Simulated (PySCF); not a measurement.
Relaxation of triplet ClH₃

Method: PySCF, UPBE0, basis Cl def2-TZVP, H def2-TZVP (no relativity, density fitting). A (50,194) grid was used.

A hand-made trigonal pyramidal start, of C3v symmetry, held to at least that symmetry:

Coordinates in bohr (charge 0 multiplicity 3):
```
Cl    0.0000    0.0000   -0.0925
H     2.1858    0.0000    1.0697
H    -1.0929    1.8929    1.0697
H    -1.0929   -1.8929    1.0697
```

Optimiser trace:
| step | E − E(last) (kJ/mol) | largest gradient (Eh/bohr) |
| --- | --- | --- |
| 0 | 201.54 | 0.17548 |
| 1 | 39.90 | 0.07217 |
| 2 | 6.53 | 0.01049 |
| 3 | 2.34 | 0.00601 |
| 4 | 0.07 | 0.00097 |
| 5 | 0.00 | 0.00016 |
| 6 | 0.00 | 0.00002 |

It ends at C3v with Cl–H 1.630 Å (×3); H–Cl–H 81.2° (×3). No frequency check is given, so it may be a saddle point. Other isomers or separated fragments may lie lower.

Final geometry:
Coordinates in bohr (charge 0 multiplicity 3):
```
Cl    0.0000    0.0000   -0.1618
H     2.3133    0.0000    1.8713
H    -1.1567    2.0034    1.8713
H    -1.1567   -2.0034    1.8713
```

At this level a singlet minimum of C2v symmetry lies 258 kJ/mol below this structure.

The relaxation took roughly 13 core-seconds on a shared host.
